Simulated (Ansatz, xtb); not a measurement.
Species: methylidyne radical, CH (charge 0, doublet). 
Structure (B3LYP-D3(BJ)/def2-TZVP (Ansatz, a first-principles code) minimum search):
```
C
H 1 1.1235
```
Charge 0, spin multiplicity 2.

Harmonic wavenumbers from GFN2-xTB (xtb, at its own minimum), cm⁻¹: 2762.

### Question
Give the harmonic wavenumbers at B3LYP-D3(BJ)/def2-TZVP (Ansatz, finite differences of forces, unscaled).

### Answer
2828 cm⁻¹. Zero-point energy 4.0 kcal/mol.

### Question
From these and the geometry, give the ideal-gas thermochemistry at 298.15 K and 1 atm (rigid rotor, harmonic oscillator).

### Answer
Point group C∞v, rotational symmetry number 1. Rotational constants 430.5, 430.5 GHz. S(trans) 33.64, S(rot) 7.29, S(vib) 0.00, S(elec, spin only) 1.38, S 42.3 cal/(mol K). H(298) - H(0) 2.07 kcal/mol; G - E(el) -6.5 kcal/mol.
